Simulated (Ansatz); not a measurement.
A made-up structure of AlBH3Cl, singlet:

B1  (-0.527, 0.182, -0.597)
Al2  (0.391, 0.046, 0.575)
Cl3  (1.207, -1.859, 0.309)
H4  (-1.619, -0.215, -0.367)
H5  (0.009, 0.647, -1.544)
H6  (0.539, 1.199, 1.624)
(Å)

It is relaxed with PBE-D4/def2-SVP and then PBE0-D4/def2-TZVP (Ansatz 0.2.0). Atoms count as bonded within 1.22 times the sum of their covalent radii (H–H: 0.88 Å). The end point is not checked to be a true minimum.

**Question.** Does its bonding change? (Judge from chemistry; the calculation decides.)

**Answer.** The calculation gives: No: no bond forms or breaks.

Where it ends: The first stage lowers the energy by 5.35 eV in 9 steps. It ends as AlBH₃Cl ([BH2][AlH][Cl]):
B1  (-0.748, 0.243, -0.858)
Al2  (0.569, -0.017, 0.775)
Cl3  (1.596, -1.860, 0.846)
H4  (-1.901, -0.083, -0.811)
H5  (-0.393, 0.714, -1.901)
H6  (0.877, 1.003, 1.947)
(Å)

Labels in which every atom is bracketed show which atoms are joined, not bond orders.

For scale, one of the runs: PBE0-D4/def2-TZVP relaxation, 123 basis functions, launched by `ansatz run in.yaml --threads 2 --pin off --events-out ev --progress --plain --max-ram 4352MiB`. Hardware: 2 CPU threads of an Arm Neoverse V2, shared host. Wall time about 9.5 s.
